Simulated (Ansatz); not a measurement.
We consider Te₃As₂ (C2/m, No. 12), described by r²SCAN (PAW; Ansatz, a quantum-chemistry and plane-wave program).

Numerical settings: plane-wave cutoff 560 eV, 10×10×4 k mesh (along the axes of the cell as run), Fermi–Dirac smearing 0.01 eV, scalar-relativistic PAW data made under PBE.

Cell (measured lattice):

```cif
data_As8Te12
_chemical_formula_sum 'Te12 As8'
_space_group_name_H-M_alt 'C2/m'
_space_group_IT_number 12
_space_group_name_Hall '-C 2y'
_cell_length_a 14.33700
_cell_length_b 4.01500
_cell_length_c 9.88700
_cell_angle_alpha 90.000
_cell_angle_beta 95.060
_cell_angle_gamma 90.000
loop_
_space_group_symop_operation_xyz
  'x, y, z'
  '-x, -y, -z'
  '-x, y, -z'
  'x, -y, z'
  'x+1/2, y+1/2, z'
  '-x+1/2, -y+1/2, -z'
  '-x+1/2, y+1/2, -z'
  'x+1/2, -y+1/2, z'
loop_
_atom_site_label
_atom_site_type_symbol
_atom_site_symmetry_multiplicity
_atom_site_Wyckoff_symbol
_atom_site_fract_x
_atom_site_fract_y
_atom_site_fract_z
_atom_site_occupancy
Te1 Te 4 i 0.37470 0.00000 0.03630 1
Te2 Te 4 i 0.22200 0.00000 0.65940 1
Te3 Te 4 i 0.02890 0.00000 0.28840 1
As1 As 4 i 0.20100 0.00000 0.14080 1
As2 As 4 i 0.38710 0.00000 0.55960 1
```
(The calculation used a cell of 10 atoms; values per cell refer to that cell.)

Task: Give the computed band gap, smallest direct gap on the k points sampled and direct gap at Γ.

Result: 
- band gap = 0.45 eV
- smallest direct gap on the k points sampled = 0.60 eV
- direct gap at Γ = 1.68 eV

Measured, for comparison: band gap 0.4 eV (4 K, zero-point motion not removed, scanning tunnelling spectroscopy; as tabulated in Electronic band gap of van der Waals α-As2Te3 crystals, HAL hal-03321708).

Note: cell and atoms aren't relaxed at this level (largest force component 0.16 eV/Å, pressure 1.5 GPa).

Spin–orbit coupling is not included; with these elements it can move the gap by several tenths of an eV or more.

Computed values are for the static lattice.

Cost on a shared machine: about 22 core-minutes (a rough figure).
